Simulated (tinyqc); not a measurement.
Inside a calculation. Method: CCD on RHF in the sto-3g basis, for H2O, spin multiplicity 1. Computed by tinyqc, a small Python program that keeps every step (integrals from PySCF). Settings: charge = 0, multiplicity = 1, basis = sto-3g, method = RHF, energy threshold = 1e-10, iteration cap = 63, orthogonalisation = canonical, start = Wolfsberg-Helmholz matrix, DIIS depth = 6, amplitude equations = CCD, DIIS depth for amplitudes = 0, cap on updates = 73. Command: `OMP_NUM_THREADS=1 python tinyqc.py 22536 22537 out.jsonl` (the two numbers bound the seeds that draw the settings). One thread of a shared host (Intel(R) Xeon(R) Processor @ 2.60GHz), about 0.1 s of CPU time with the checks. The early iterations of the SCF are left out here.

## One-electron integrals

Geometry (angstrom):
```
atom,x,y,z
O,0.000000,0.000000,0.000000
H,0.000000,0.727000,0.580000
H,0.000000,-0.727000,0.580000
```

Basis sto-3g: exponents (1/bohr^2) and contraction coefficients of normalised primitives:
```
element,l (shell),exponent,coefficient
O,s (1),130.709320,0.154329
O,s (1),23.808861,0.535328
O,s (1),6.443608,0.444635
O,s (2),5.033151,-0.099967
O,s (2),1.169596,0.399513
O,s (2),0.380389,0.700115
O,p (3),5.033151,0.155916
O,p (3),1.169596,0.607684
O,p (3),0.380389,0.391957
H,s (1),3.425251,0.154329
H,s (1),0.623914,0.535328
H,s (1),0.168855,0.444635
```

Overlap, kinetic and nuclear-attraction integrals over the contracted functions; the nuclear repulsion is the sum of Za Zb / Rab.

nuclear repulsion = 9.46791724 hartree

overlap S:
```
,1O 1s,1O 2s,1O 2px,1O 2py,1O 2pz,2H 1s,3H 1s
1O 1s,1.000000,0.236704,0.000000,0.000000,0.000000,0.057567,0.057567
1O 2s,0.236704,1.000000,0.000000,0.000000,0.000000,0.492810,0.492810
1O 2px,0.000000,0.000000,1.000000,0.000000,0.000000,0.000000,0.000000
1O 2py,0.000000,0.000000,0.000000,1.000000,0.000000,0.314816,-0.314816
1O 2pz,0.000000,0.000000,0.000000,0.000000,1.000000,0.251160,0.251160
2H 1s,0.057567,0.492810,0.000000,0.314816,0.251160,1.000000,0.274147
3H 1s,0.057567,0.492810,0.000000,-0.314816,0.251160,0.274147,1.000000
```

kinetic energy T (hartree):
```
,1O 1s,1O 2s,1O 2px,1O 2py,1O 2pz,2H 1s,3H 1s
1O 1s,29.003200,-0.168011,0.000000,0.000000,0.000000,-0.000440,-0.000440
1O 2s,-0.168011,0.808128,0.000000,0.000000,0.000000,0.142091,0.142091
1O 2px,0.000000,0.000000,2.528731,0.000000,0.000000,0.000000,0.000000
1O 2py,0.000000,0.000000,0.000000,2.528731,0.000000,0.238913,-0.238913
1O 2pz,0.000000,0.000000,0.000000,0.000000,2.528731,0.190605,0.190605
2H 1s,-0.000440,0.142091,0.000000,0.238913,0.190605,0.760032,0.013873
3H 1s,-0.000440,0.142091,0.000000,-0.238913,0.190605,0.013873,0.760032
```

nuclear attraction V (hartree):
```
,1O 1s,1O 2s,1O 2px,1O 2py,1O 2pz,2H 1s,3H 1s
1O 1s,-61.756451,-7.452448,0.000000,0.000000,-0.020511,-1.867139,-1.867139
1O 2s,-7.452448,-10.172058,0.000000,0.000000,-0.238669,-4.063487,-4.063487
1O 2px,0.000000,0.000000,-10.010128,0.000000,0.000000,0.000000,0.000000
1O 2py,0.000000,0.000000,0.000000,-10.172868,0.000000,-2.311381,2.311381
1O 2pz,-0.020511,-0.238669,0.000000,0.000000,-10.113710,-1.925974,-1.925974
2H 1s,-1.867139,-4.063487,0.000000,-2.311381,-1.925974,-5.956628,-1.788523
3H 1s,-1.867139,-4.063487,0.000000,2.311381,-1.925974,-1.788523,-5.956628
```

core Hamiltonian H = T + V (hartree):
```
,1O 1s,1O 2s,1O 2px,1O 2py,1O 2pz,2H 1s,3H 1s
1O 1s,-32.753251,-7.620459,0.000000,0.000000,-0.020511,-1.867579,-1.867579
1O 2s,-7.620459,-9.363930,0.000000,0.000000,-0.238669,-3.921396,-3.921396
1O 2px,0.000000,0.000000,-7.481397,0.000000,0.000000,0.000000,0.000000
1O 2py,0.000000,0.000000,0.000000,-7.644137,0.000000,-2.072468,2.072468
1O 2pz,-0.020511,-0.238669,0.000000,0.000000,-7.584978,-1.735369,-1.735369
2H 1s,-1.867579,-3.921396,0.000000,-2.072468,-1.735369,-5.196596,-1.774650
3H 1s,-1.867579,-3.921396,0.000000,2.072468,-1.735369,-1.774650,-5.196596
```

## Two-electron integrals

Functions are numbered as in S; the eight-fold symmetry (ij|kl) = (ji|kl) = (kl|ij) leaves the list below.

Two-electron integrals (ij|kl) in chemists' order, unique and non-zero (hartree):
```
i,j,k,l,(ij|kl)
1,1,1,1,4.785065
2,1,1,1,0.741380
2,1,2,1,0.136873
2,2,1,1,1.118947
2,2,2,1,0.256633
2,2,2,2,0.817206
3,1,3,1,0.024477
3,2,3,1,0.037809
3,2,3,2,0.180518
3,3,1,1,1.115814
3,3,2,1,0.256684
3,3,2,2,0.817023
3,3,3,3,0.880159
4,1,4,1,0.024477
4,2,4,1,0.037809
4,2,4,2,0.180518
4,3,4,3,0.047444
4,4,1,1,1.115814
4,4,2,1,0.256684
4,4,2,2,0.817023
4,4,3,3,0.785270
4,4,4,4,0.880159
5,1,5,1,0.024477
5,2,5,1,0.037809
5,2,5,2,0.180518
5,3,5,3,0.047444
5,4,5,4,0.047444
5,5,1,1,1.115814
5,5,2,1,0.256684
5,5,2,2,0.817023
5,5,3,3,0.785270
5,5,4,4,0.785270
5,5,5,5,0.880159
6,1,1,1,0.183372
6,1,2,1,0.033544
6,1,2,2,0.062409
6,1,3,3,0.062292
6,1,4,1,0.001201
6,1,4,2,0.002239
6,1,4,4,0.062510
6,1,5,1,0.000958
6,1,5,2,0.001786
6,1,5,4,0.000175
6,1,5,5,0.062431
6,1,6,1,0.008327
6,2,1,1,0.422888
6,2,2,1,0.098103
6,2,2,2,0.343169
6,2,3,3,0.337544
6,2,4,1,0.005716
6,2,4,2,0.042704
6,2,4,4,0.347662
6,2,5,1,0.004560
6,2,5,2,0.034069
6,2,5,4,0.008072
6,2,5,5,0.343984
6,2,6,1,0.024463
6,2,6,2,0.174798
6,3,3,1,0.010543
6,3,3,2,0.060351
6,3,4,3,0.008991
6,3,5,3,0.007173
6,3,6,3,0.025647
6,4,1,1,0.230157
6,4,2,1,0.054112
6,4,2,2,0.202205
6,4,3,3,0.192923
6,4,4,1,0.013325
6,4,4,2,0.084373
6,4,4,4,0.216799
6,4,5,1,0.002220
6,4,5,2,0.019165
6,4,5,4,0.011875
6,4,5,5,0.196674
6,4,6,1,0.014122
6,4,6,2,0.125111
6,4,6,4,0.114227
6,5,1,1,0.183619
6,5,2,1,0.043171
6,5,2,2,0.161319
6,5,3,3,0.153914
6,5,4,1,0.002220
6,5,4,2,0.019165
6,5,4,4,0.158616
6,5,5,1,0.012314
6,5,5,2,0.075641
6,5,5,4,0.012742
6,5,5,5,0.171253
6,5,6,1,0.011266
6,5,6,2,0.099813
6,5,6,4,0.070669
6,5,6,5,0.082027
6,6,1,1,0.545126
6,6,2,1,0.128513
6,6,2,2,0.513150
6,6,3,3,0.492223
6,6,4,1,0.010166
6,6,4,2,0.102768
6,6,4,4,0.530210
6,6,5,1,0.008110
6,6,5,2,0.081988
6,6,5,4,0.030306
6,6,5,5,0.516401
6,6,6,1,0.032374
6,6,6,2,0.321259
6,6,6,4,0.262813
6,6,6,5,0.209672
6,6,6,6,0.774606
7,1,1,1,0.183372
7,1,2,1,0.033544
7,1,2,2,0.062409
7,1,3,3,0.062292
7,1,4,1,-0.001201
7,1,4,2,-0.002239
7,1,4,4,0.062510
7,1,5,1,0.000958
7,1,5,2,0.001786
7,1,5,4,-0.000175
7,1,5,5,0.062431
7,1,6,1,0.008202
7,1,6,2,0.023720
7,1,6,4,0.012451
7,1,6,5,0.010929
7,1,6,6,0.030996
7,1,7,1,0.008327
7,2,1,1,0.422888
7,2,2,1,0.098103
7,2,2,2,0.343169
7,2,3,3,0.337544
7,2,4,1,-0.005716
7,2,4,2,-0.042704
7,2,4,4,0.347662
7,2,5,1,0.004560
7,2,5,2,0.034069
7,2,5,4,-0.008072
7,2,5,5,0.343984
7,2,6,1,0.023720
7,2,6,2,0.144320
7,2,6,4,0.070673
7,2,6,5,0.080216
7,2,6,6,0.221125
7,2,7,1,0.024463
7,2,7,2,0.174798
7,3,3,1,0.010543
7,3,3,2,0.060351
7,3,4,3,-0.008991
7,3,5,3,0.007173
7,3,6,3,0.020558
7,3,7,3,0.025647
7,4,1,1,-0.230157
7,4,2,1,-0.054112
7,4,2,2,-0.202205
7,4,3,3,-0.192923
7,4,4,1,0.013325
7,4,4,2,0.084373
7,4,4,4,-0.216799
7,4,5,1,-0.002220
7,4,5,2,-0.019165
7,4,5,4,0.011875
7,4,5,5,-0.196674
7,4,6,1,-0.012451
7,4,6,2,-0.070673
7,4,6,4,-0.014422
7,4,6,5,-0.038331
7,4,6,6,-0.094155
7,4,7,1,-0.014122
7,4,7,2,-0.125111
7,4,7,4,0.114227
7,5,1,1,0.183619
7,5,2,1,0.043171
7,5,2,2,0.161319
7,5,3,3,0.153914
7,5,4,1,-0.002220
7,5,4,2,-0.019165
7,5,4,4,0.158616
7,5,5,1,0.012314
7,5,5,2,0.075641
7,5,5,4,-0.012742
7,5,5,5,0.171253
7,5,6,1,0.010929
7,5,6,2,0.080216
7,5,6,4,0.038331
7,5,6,5,0.064465
7,5,6,6,0.135193
7,5,7,1,0.011266
7,5,7,2,0.099813
7,5,7,4,-0.070669
7,5,7,5,0.082027
7,6,1,1,0.177515
7,6,2,1,0.041541
7,6,2,2,0.156963
7,6,3,3,0.153350
7,6,4,4,0.156336
7,6,5,1,0.003076
7,6,5,2,0.026958
7,6,5,5,0.161037
7,6,6,1,0.010260
7,6,6,2,0.079157
7,6,6,4,0.048651
7,6,6,5,0.050812
7,6,6,6,0.148945
7,6,7,1,0.010260
7,6,7,2,0.079157
7,6,7,4,-0.048651
7,6,7,5,0.050812
7,6,7,6,0.043100
7,7,1,1,0.545126
7,7,2,1,0.128513
7,7,2,2,0.513150
7,7,3,3,0.492223
7,7,4,1,-0.010166
7,7,4,2,-0.102768
7,7,4,4,0.530210
7,7,5,1,0.008110
7,7,5,2,0.081988
7,7,5,4,-0.030306
7,7,5,5,0.516401
7,7,6,1,0.030996
7,7,6,2,0.221125
7,7,6,4,0.094155
7,7,6,5,0.135193
7,7,6,6,0.355550
7,7,7,1,0.032374
7,7,7,2,0.321259
7,7,7,4,-0.262813
7,7,7,5,0.209672
7,7,7,6,0.148945
7,7,7,7,0.774606
```

## Orthogonalisation

S = U s U^T; canonical form X = U s^(-1/2), so that X^T S X = 1. Each column of U has its largest component positive (the first on a tie).

eigenvalues of S: 0.324153  0.397087  0.884509  1.000000  1.093137  1.328766  1.972347

X:
```
,1,2,3,4,5,6,7
1O 1s,-0.297580,0.000000,0.762904,0.000000,-0.616269,0.000000,0.144760
1O 2s,1.222711,0.000000,-0.300224,0.000000,-0.300656,0.000000,0.413260
1O 2px,0.000000,0.000000,0.000000,1.000000,0.000000,0.000000,0.000000
1O 2py,0.000000,0.942688,0.000000,0.000000,0.000000,0.697862,0.000000
1O 2pz,0.570036,0.000000,0.643881,0.000000,0.644991,0.000000,0.192657
2H 1s,-0.766956,-0.902686,-0.148038,0.000000,0.119591,0.364394,0.372930
3H 1s,-0.766956,0.902686,-0.148038,0.000000,0.119591,-0.364394,0.372930
```

## Iteration 7 (converged): orbitals

converged F (hartree):
```
,1O 1s,1O 2s,1O 2px,1O 2py,1O 2pz,2H 1s,3H 1s
1O 1s,-20.232111,-5.163714,0.000000,0.000000,-0.030369,-1.274277,-1.274277
1O 2s,-5.163714,-2.456972,0.000000,0.000000,-0.141723,-1.073769,-1.073769
1O 2px,0.000000,0.000000,-0.394577,0.000000,0.000000,0.000000,0.000000
1O 2py,0.000000,0.000000,0.000000,-0.338067,0.000000,-0.398444,0.398444
1O 2pz,-0.030369,-0.141723,0.000000,0.000000,-0.371317,-0.383798,-0.383798
2H 1s,-1.274277,-1.073769,0.000000,-0.398444,-0.383798,-0.618679,-0.436626
3H 1s,-1.274277,-1.073769,0.000000,0.398444,-0.383798,-0.436626,-0.618679
```

Diagonalise F' = X^T F X, C = X C', fill 5 alpha and 5 beta electrons from the bottom; D = 2 C_occ C_occ^T. Each column has its largest component positive (the first on a tie).

F' = X^T F X (hartree):
```
,1,2,3,4,5,6,7
1,0.279033,0.000000,1.463376,0.000000,-0.987802,0.000000,0.063905
2,0.000000,0.759109,0.000000,0.000000,0.000000,0.125625,0.000000
3,1.463376,0.000000,-9.275718,0.000000,8.985276,0.000000,-3.760560
4,0.000000,0.000000,0.000000,-0.394577,0.000000,0.000000,0.000000
5,-0.987802,0.000000,8.985276,0.000000,-9.513386,0.000000,3.954902
6,0.000000,0.125625,0.000000,0.000000,0.000000,-0.618282,0.000000
7,0.063905,0.000000,-3.760560,0.000000,3.954902,0.000000,-2.840402
```

orbital energies (hartree): MO1 -20.241051, MO2 -1.285147, MO3 -0.629646, MO4 -0.460382, MO5 -0.394577, MO6 0.636107, MO7 0.770473

coefficients C:
```
,MO1,MO2,MO3,MO4,MO5,MO6,MO7
1O 1s,0.994067,-0.231620,0.000000,0.105648,0.000000,-0.135429,0.000000
1O 2s,0.027144,0.823143,0.000000,-0.550531,0.000000,0.930027,0.000000
1O 2px,0.000000,0.000000,0.000000,0.000000,1.000000,0.000000,0.000000
1O 2py,0.000000,0.000000,0.610097,0.000000,0.000000,0.000000,1.001725
1O 2pz,0.004681,0.141331,0.000000,0.777542,0.000000,0.753715,0.000000
2H 1s,-0.006274,0.160013,0.444236,0.268610,0.000000,-0.815917,-0.866186
3H 1s,-0.006274,0.160013,-0.444236,0.268610,0.000000,-0.815917,0.866186
```

D after iteration 7:
```
,1O 1s,1O 2s,1O 2px,1O 2py,1O 2pz,2H 1s,3H 1s
1O 1s,2.105956,-0.443672,0.000000,0.000000,0.108128,-0.029842,-0.029842
1O 2s,-0.443672,1.962771,0.000000,0.000000,-0.623195,-0.032669,-0.032669
1O 2px,0.000000,0.000000,2.000000,0.000000,0.000000,0.000000,0.000000
1O 2py,0.000000,0.000000,0.000000,0.744436,0.000000,0.542054,-0.542054
1O 2pz,0.108128,-0.623195,0.000000,0.000000,1.249135,0.462881,0.462881
2H 1s,-0.029842,-0.032669,0.000000,0.542054,0.462881,0.590280,-0.199102
3H 1s,-0.029842,-0.032669,0.000000,-0.542054,0.462881,-0.199102,0.590280
```

## Convergence

Stop when the energy changes by less than 1e-10 hartree and every element of the error matrix X^T (F D S - S D F) X is below 3e-06.

Course of the cycle:
```
iteration,E (hartree),change,largest element of the error matrix
1,-74.67706811,-,6.91e-01
2,-74.93887512,-2.62e-01,1.54e-01
3,-74.95620081,-1.73e-02,3.07e-02
4,-74.95717060,-9.70e-04,4.67e-03
5,-74.95721412,-4.35e-05,1.36e-04
6,-74.95721415,-2.22e-08,4.17e-06
7,-74.95721415,-1.95e-11,8.84e-08
```

PySCF RHF in the same basis = -74.95721415 hartree

Converged in 7 iterations.

## Integrals over molecular orbitals

(pq|rs) = sum C_ip C_jq C_kr C_ls (ij|kl), one index at a time.

one-electron integrals over orbitals h = C^T H C (hartree):
```
,1,2,3,4,5,6,7
1,-32.735372,0.556121,0.000000,-0.242282,0.000000,0.311890,0.000000
2,0.556121,-7.704828,0.000000,0.409372,0.000000,-1.411102,0.000000
3,0.000000,0.000000,-6.442678,0.000000,0.000000,0.000000,-1.692326
4,-0.242282,0.409372,0.000000,-7.050054,0.000000,-1.041441,0.000000
5,0.000000,0.000000,0.000000,0.000000,-7.481397,0.000000,0.000000
6,0.311890,-1.411102,0.000000,-1.041441,0.000000,-5.355630,0.000000
7,0.000000,0.000000,-1.692326,0.000000,0.000000,0.000000,-5.612400
```

Two-electron integrals over orbitals (pq|rs), unique and non-zero (hartree):
```
p,q,r,s,(pq|rs)
1,1,1,1,4.744043
2,1,1,1,-0.414451
2,1,2,1,0.057684
2,2,1,1,1.003114
2,2,2,1,-0.012449
2,2,2,2,0.731839
3,1,3,1,0.011197
3,2,3,1,0.018081
3,2,3,2,0.146631
3,3,1,1,0.809753
3,3,2,1,-0.004369
3,3,2,2,0.652358
3,3,3,3,0.641808
4,1,1,1,0.188142
4,1,2,1,-0.022708
4,1,2,2,0.016953
4,1,3,3,0.006713
4,1,4,1,0.028421
4,2,1,1,-0.124455
4,2,2,1,0.009497
4,2,2,2,0.010013
4,2,3,3,0.007323
4,2,4,1,0.018721
4,2,4,2,0.121804
4,3,3,1,-0.003744
4,3,3,2,0.017568
4,3,4,3,0.046311
4,4,1,1,1.008621
4,4,2,1,-0.014068
4,4,2,2,0.676372
4,4,3,3,0.605086
4,4,4,1,-0.011756
4,4,4,2,-0.104793
4,4,4,4,0.795233
5,1,5,1,0.026061
5,2,5,1,0.032319
5,2,5,2,0.143405
5,3,5,3,0.029416
5,4,5,1,-0.013832
5,4,5,2,-0.047680
5,4,5,4,0.057429
5,5,1,1,1.115332
5,5,2,1,-0.011612
5,5,2,2,0.746839
5,5,3,3,0.635192
5,5,4,1,0.005242
5,5,4,2,-0.066574
5,5,4,4,0.734123
5,5,5,5,0.880159
6,1,1,1,-0.244019
6,1,2,1,0.036733
6,1,2,2,-0.000248
6,1,3,3,0.000187
6,1,4,1,-0.001177
6,1,4,2,0.020310
6,1,4,4,-0.019996
6,1,5,5,-0.006310
6,1,6,1,0.032490
6,2,1,1,0.315354
6,2,2,1,-0.006647
6,2,2,2,0.145045
6,2,3,3,0.078769
6,2,4,1,0.018767
6,2,4,2,0.019132
6,2,4,4,0.091781
6,2,5,5,0.161178
6,2,6,1,0.006491
6,2,6,2,0.103490
6,3,3,1,0.003347
6,3,3,2,-0.038968
6,3,4,3,-0.026546
6,3,6,3,0.068721
6,4,1,1,0.211456
6,4,2,1,-0.002051
6,4,2,2,0.090247
6,4,3,3,0.042659
6,4,4,1,0.002303
6,4,4,2,-0.029751
6,4,4,4,0.119120
6,4,5,5,0.110952
6,4,6,1,-0.000205
6,4,6,2,0.060059
6,4,6,4,0.064882
6,5,5,1,0.016134
6,5,5,2,0.060093
6,5,5,4,-0.003102
6,5,6,5,0.039367
6,6,1,1,0.810358
6,6,2,1,-0.006879
6,6,2,2,0.620290
6,6,3,3,0.576312
6,6,4,1,0.021796
6,6,4,2,0.059817
6,6,4,4,0.550876
6,6,5,5,0.592508
6,6,6,1,0.008419
6,6,6,2,0.098533
6,6,6,4,0.043365
6,6,6,6,0.600868
7,1,3,1,0.015532
7,1,3,2,0.023307
7,1,4,3,-0.005381
7,1,6,3,0.004117
7,1,7,1,0.021610
7,2,3,1,0.013667
7,2,3,2,0.037064
7,2,4,3,-0.035004
7,2,6,3,0.036259
7,2,7,1,0.017935
7,2,7,2,0.060619
7,3,1,1,0.360280
7,3,2,1,-0.007661
7,3,2,2,0.132403
7,3,3,3,0.090715
7,3,4,1,-0.000996
7,3,4,2,-0.076559
7,3,4,4,0.161814
7,3,5,5,0.186926
7,3,6,1,-0.007313
7,3,6,2,0.077645
7,3,6,4,0.075173
7,3,6,6,0.036819
7,3,7,3,0.151742
7,4,3,1,-0.010009
7,4,3,2,-0.078132
7,4,4,3,0.005060
7,4,6,3,0.042180
7,4,7,1,-0.013608
7,4,7,2,-0.016216
7,4,7,4,0.069253
7,5,5,3,0.023579
7,5,7,5,0.024039
7,6,3,1,0.009467
7,6,3,2,0.099802
7,6,4,3,0.044613
7,6,6,3,-0.062570
7,6,7,1,0.012405
7,6,7,2,-0.011694
7,6,7,4,-0.057539
7,6,7,6,0.114704
7,7,1,1,0.872077
7,7,2,1,-0.009415
7,7,2,2,0.627273
7,7,3,3,0.616502
7,7,4,1,0.004312
7,7,4,2,-0.011889
7,7,4,4,0.612318
7,7,5,5,0.626898
7,7,6,1,-0.005291
7,7,6,2,0.070117
7,7,6,4,0.039366
7,7,6,6,0.569918
7,7,7,3,0.090952
7,7,7,7,0.623243
```

## CCD: starting amplitudes

t_ij^ab = <ij||ab> / (e_i + e_j - e_a - e_b), whose energy is MP2.

Starting amplitudes (spin orbitals 1a, 1b, ...; amplitudes related by a flip of all spins are not repeated; the 24 largest):
```
from,to,t
3a 3b,7a 7b,-0.054189
3a 4b,6b 7a,0.030110
4a 4b,6a 6b,-0.029586
4a 4b,7a 7b,-0.028132
3a 3b,6a 6b,-0.027146
2a 2b,6a 6b,-0.026933
2a 3b,6a 7b,-0.023377
2a 4b,6a 6b,-0.019902
5a 5b,6a 6b,-0.019098
3a 4b,6a 7b,-0.016895
2a 2b,7a 7b,-0.014745
3a 4a,6a 7a,0.013215
2a 3a,6a 7a,-0.012460
2a 3b,6b 7a,0.010917
5a 5b,7a 7b,-0.010317
2a 4b,7a 7b,0.004934
1a 1b,6a 6b,-0.000778
1a 2b,7a 7b,-0.000778
1a 4b,7a 7b,0.000612
1a 1b,7a 7b,-0.000514
1a 3a,6a 7a,0.000513
1a 3b,6a 7b,0.000328
1a 2b,6a 6b,-0.000285
1a 3b,6b 7a,0.000185
```

correlation energy = -0.03356771 hartree

## CCD: amplitude update 1

t_ij^ab D_ij^ab are set to the remaining terms of the spin-orbital equations, evaluated with the old amplitudes; for the doubles these are <ij||ab> + 1/2 <ab||ef> t_ij^ef + 1/2 <mn||ij> t_mn^ab + P(ij)P(ab) <mb||ej> t_im^ae + terms in t^2, D the orbital-energy denominators.

Amplitudes after update 1 (spin orbitals 1a, 1b, ...; amplitudes related by a flip of all spins are not repeated; the 24 largest):
```
from,to,t
3a 3b,7a 7b,-0.068411
3a 4b,6b 7a,0.038652
4a 4b,6a 6b,-0.036452
3a 3b,6a 6b,-0.036078
4a 4b,7a 7b,-0.035907
2a 2b,6a 6b,-0.031138
2a 3b,6a 7b,-0.029261
2a 4b,6a 6b,-0.027347
3a 4b,6a 7b,-0.024834
5a 5b,6a 6b,-0.023676
2a 3b,6b 7a,0.016653
2a 2b,7a 7b,-0.016244
3a 4a,6a 7a,0.013819
2a 3a,6a 7a,-0.012608
5a 5b,7a 7b,-0.011033
2a 4b,7a 7b,0.004458
1a 2b,7a 7b,-0.000740
1a 1b,6a 6b,-0.000686
1a 4b,7a 7b,0.000565
1a 3a,6a 7a,0.000518
1a 1b,7a 7b,-0.000442
1a 3b,6a 7b,0.000291
1a 2b,6a 6b,-0.000268
1a 3b,6b 7a,0.000228
```

correlation energy = -0.04225415 hartree

## CCD: convergence

E_corr = 1/4 sum <ij||ab> t_ij^ab; stop when the norm of the change is below 1e-8.

Course of the amplitude iterations:
```
update,correlation energy (hartree),norm of the change
0,-0.03356771,-
1,-0.04225415,6.17e-02
2,-0.04479454,2.10e-02
3,-0.04562325,7.91e-03
4,-0.04591515,3.10e-03
5,-0.04602304,1.25e-03
6,-0.04606414,5.14e-04
7,-0.04608012,2.17e-04
8,-0.04608642,9.37e-05
9,-0.04608894,4.13e-05
10,-0.04608995,1.85e-05
11,-0.04609037,8.42e-06
12,-0.04609054,3.87e-06
13,-0.04609062,1.79e-06
14,-0.04609065,8.35e-07
15,-0.04609066,3.90e-07
16,-0.04609066,1.83e-07
17,-0.04609067,8.60e-08
18,-0.04609067,4.05e-08
19,-0.04609067,1.91e-08
20,-0.04609067,8.98e-09
```

Converged amplitudes (spin orbitals 1a, 1b, ...; amplitudes related by a flip of all spins are not repeated; the 24 largest):
```
from,to,t
3a 3b,7a 7b,-0.075121
3a 4b,6b 7a,0.042644
3a 3b,6a 6b,-0.040488
4a 4b,6a 6b,-0.040411
4a 4b,7a 7b,-0.039380
2a 2b,6a 6b,-0.032162
2a 4b,6a 6b,-0.031526
2a 3b,6a 7b,-0.031213
3a 4b,6a 7b,-0.030769
5a 5b,6a 6b,-0.025872
2a 3b,6b 7a,0.020340
2a 2b,7a 7b,-0.015950
3a 4a,6a 7a,0.011875
2a 3a,6a 7a,-0.010873
5a 5b,7a 7b,-0.010046
2a 4b,7a 7b,0.003483
1a 2b,7a 7b,-0.000714
1a 1b,6a 6b,-0.000680
1a 4b,7a 7b,0.000535
1a 3a,6a 7a,0.000513
1a 1b,7a 7b,-0.000431
1a 3b,6a 7b,0.000266
1a 2b,6a 6b,-0.000254
1a 3b,6b 7a,0.000246
```

CCD total energy = -75.00330482 hartree

Converged in 20 updates.
